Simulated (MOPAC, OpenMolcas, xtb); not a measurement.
## How methods differ on C2H5B (SMILES B[C]C)

C2H5B: 8 atoms, total charge 0, spin state triplet. As SMILES, `B[C]C`. The shape is that of a GFN2-xTB optimisation.

```xyz
8

B    -0.9145    0.8826   -0.9474
C    -0.2073   -0.2177   -0.2863
C     0.6904   -0.7251    0.7168
H    -1.6274    0.6942   -1.8635
H    -0.7815    1.9941   -0.5654
H     0.8872   -0.0036    1.5230
H     1.6512   -0.9791    0.2550
H     0.3019   -1.6455    1.1678
```

Each level gives the dipole moment (D). The values are calculated.

```tsv
level	kind	program	value (D)	CPU time
AM1	semi-empirical	MOPAC	1.07	under 2 s
GFN2-xTB	semi-empirical	xtb	2.06	under 2 s
PM6	semi-empirical	MOPAC	1.56	under 2 s
PM7	semi-empirical	MOPAC	1.52	under 2 s
UHF/STO-3G	Hartree–Fock	OpenMolcas	1.15	2.1 s
UHF/3-21G	Hartree–Fock	OpenMolcas	1.55	2.3 s
UHF/def2-SVP	Hartree–Fock	OpenMolcas	1.53	4.9 s
UHF/pc-1 (RICD fitting)	Hartree–Fock	OpenMolcas	1.51	3.1 s
UB3LYP/6-31G* (spherical functions)	global hybrid	OpenMolcas	2.00	32 s
UB3LYP/6-31G* (Cartesian functions)	global hybrid	OpenMolcas	2.00	34 s
```

The values span 1.07 to 2.06 D. Sets without polarisation functions give poor dipoles. Times are those of the runs behind each value, whatever else they computed, on shared processors of several kinds: orders of magnitude only.
